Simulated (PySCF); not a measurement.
From one molecule to another.

First species: CH3BH2, CH₅B.
InChI=1S/CH5B/c1-2/h2H2,1H3

Second species: titanium dioxide, TiO2 (singlet state).
SMILES with atom numbers: `[O:1]=[Ti:2]=[O:3]`

Levels: CAM-B3LYP/aug-cc-pVTZ for dipole moment, HOMO energy, LUMO energy, HOMO–LUMO gap, static isotropic polarisability and electronic spatial extent ⟨r²⟩ about the centre of nuclear charge; TDDFT CAM-B3LYP/aug-cc-pVTZ for lowest singlet excitation; TDA CAM-B3LYP/aug-cc-pVTZ for lowest triplet excitation (Tamm–Dancoff); PBE0-D3(BJ)/def2-TZVP for rotational constant A and rotational constant C. Geometries: PBE0-D3(BJ)/def2-TZVP. Each species is one conformer at its optimised geometry, gas phase, non-relativistic unless stated; the electronic structure was computed with PySCF and density fitting.

Values for the first species:

```
Dipole moment                                                     : 0.66 D
HOMO energy                                                       : -10.47 eV
LUMO energy                                                       : -0.26 eV
HOMO–LUMO gap                                                     : 10.21 eV
Lowest singlet excitation                                         : 5.81 eV
Lowest triplet excitation (Tamm–Dancoff)                          : 5.14 eV
Static isotropic polarisability                                   : 29.7 au
Electronic spatial extent ⟨r²⟩ about the centre of nuclear charge : 105 bohr²
Rotational constant A                                             : 96.118 GHz
Rotational constant C                                             : 19.744 GHz
```

Estimate the same properties for the second species, and the change in each.

```
                                                         property       first      second  second less first
                                                    dipole moment      0.66 D      6.87 D            +6.21 D
                                                      HOMO energy   -10.47 eV    -8.80 eV           +1.67 eV
                                                      LUMO energy    -0.26 eV    -2.25 eV           -1.99 eV
                                                    HOMO–LUMO gap    10.21 eV     6.55 eV           -3.66 eV
                                        lowest singlet excitation     5.81 eV     2.93 eV           -2.88 eV
                         lowest triplet excitation (Tamm–Dancoff)     5.14 eV     2.82 eV           -2.32 eV
                                  static isotropic polarisability     29.7 au     33.5 au            +3.8 au
electronic spatial extent ⟨r²⟩ about the centre of nuclear charge   105 bohr²   192 bohr²          +87 bohr²
                                            rotational constant A  96.118 GHz  31.528 GHz        -64.590 GHz
                                            rotational constant C  19.744 GHz   6.828 GHz        -12.916 GHz
```

On the first: The polarisability is 4.40 Å³ as a volume (1 au = 0.148185 Å³), or 1.85 au for each of the 16 electrons. The 10 singlets span 5.81 to 9.48 eV, and their oscillator strengths add up to 0.30. Isolated species at its PBE0-D3(BJ)/def2-TZVP geometry, gas phase.

On the second: The vertical singlet–triplet gap S1 − T1 is 0.11 eV (TDDFT singlet less Tamm–Dancoff triplet; S1: HOMO→LUMO, weight 0.79; T1: HOMO→LUMO, weight 0.79). A dipole of 6.87 D is allowed in C2v, and pure rotational transitions are dipole-allowed. Isolated species at its PBE0-D3(BJ)/def2-TZVP geometry, gas phase.
